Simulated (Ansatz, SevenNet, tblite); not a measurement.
**Ladder of methods for the lattice parameter c of chalcopyrite CdGeAs2**

Reference value: 11.216 Å (measured, 298 K, no zero-point or thermal correction; as tabulated in Abstract on Scilit: Piezoelectric nonlinear optic CuGaSe2 and CdGeAs2: Crystal …).

| level (code) | value (Å) |
|---|---|
| IPEA1-xTB (tblite) | 11.248 |
| SevenNet-0 | 11.395 |
| LDA (Ansatz) | 11.224 |
| PBE (Ansatz) | … |
| PBE-D3(BJ) (Ansatz) | 11.305 |
| PBE-D4 (Ansatz) | 11.304 |
| rVV10 (Ansatz) | … |
| r²SCAN+rVV10 (Ansatz) | 11.235 |
| HSE06 (Ansatz) | 11.316 |

### Question
Complete the blanks.

### Answer

- PBE (Ansatz, an electronic-structure program), value (Å): 11.488
- rVV10 (Ansatz), value (Å): 11.554

Differences against the reference: IPEA1-xTB +0.29 %, SevenNet-0 +1.60 %, LDA +0.07 %, PBE +2.43 %, PBE-D3(BJ) +0.79 %, PBE-D4 +0.78 %, rVV10 +3.01 %, r²SCAN+rVV10 +0.17 %, HSE06 +0.89 %.

Leaving aside IPEA1-xTB (doubt noted below): The reference is not for a static lattice or low temperature, so close values are not ranked against it. Off by more than 1.75 %, or 2.45 % on the side where a correction would as a rule narrow the miss (bounds picked here): rVV10 (+3.01 %), PBE (+2.43 %).

The reference isn't brought to a static lattice, while the calculations are for one, so the differences are not the levels' errors alone.  IPEA1-xTB: this parameter set was refitted to ionisation energies, not structures. IPEA1-xTB, LDA, PBE, PBE-D3(BJ), PBE-D4, rVV10: the gap of the solid is closed in this run. IPEA1-xTB: the run uses a supercell at the zone centre in place of a k mesh. Cutoffs and k meshes differ between the levels. Ansatz's density-functional and Hartree–Fock values are scalar-relativistic unless marked +SOC, with PAW data made under PBE.

Machine-learned potentials (SevenNet-0) are trained on DFT data: a solid inside that data is no test of them.

Differences are worked out from the printed values.
